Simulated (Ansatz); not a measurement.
## AsH, singlet: reading a ladder of total energies

Geometry: that of the AsH, triplet, kept fixed. The triplet lies 1.1 eV lower here.

```
atom   x (Å)   y (Å)   z (Å)
  As  0.0000  0.0000  0.0000
   H  0.0000  0.0000  1.5314
```

Basis aug-cc-pVDZ; Ansatz 0.2.0. Correlated methods freeze the noble-gas cores and the filled d shells of p-block atoms, which leaves 6 electrons in 31 orbitals. R marks a restricted (for open shells ROHF) determinant. No spin–orbit coupling is included, and no scalar relativity.

Full CI is exact within this basis and frozen core; it isn't the basis-set limit.

The determinant fills πx and πy unequally, so it is a mixture of Σ and Δ, which weighs on every level built on one determinant.

Runs differ by some tens of microhartree through their thresholds, so steps under 0.03 kcal/mol mean nothing.

```tsv
level	total energy (hartree)
RHF	-2234.666211
RMP2	-2234.756883
RCCSD	-2234.785809
RCCSD(T)	-2234.791471
RCCSDT*	-2234.797223
RCCSDT(Q)*	-2234.797899
RCCSDTQ*	-2234.797711
full CI	-2234.797715
```

Problem. What is the correlation energy at full CI, and what share of it do RMP2 and RCCSD recover?

Solution. E(corr) = -2234.797715 − (-2234.666211) = -0.131504 hartree = -3.578 eV. RMP2: -0.090672 / -0.131504 = 68.95 %. RCCSD: -0.119598 / -0.131504 = 90.95 %.

Problem. By how many kcal/mol does RCCSD(T) miss full CI (1 hartree = 627.509 kcal/mol), and which steps make up the rest?

Solution. -2234.791471 − (-2234.797715) = 0.006244 hartree = 3.92 kcal/mol. Steps: RCCSDT − RCCSD(T) = -3.61, RCCSDT(Q) − RCCSDT = -0.42, RCCSDTQ − RCCSDT(Q) = 0.12, full CI − RCCSDTQ = 0.00 kcal/mol. With more than one leading determinant such errors change with state and geometry, and needn't cancel in differences.

An asterisk marks runs whose energy the program itself flagged as in doubt.
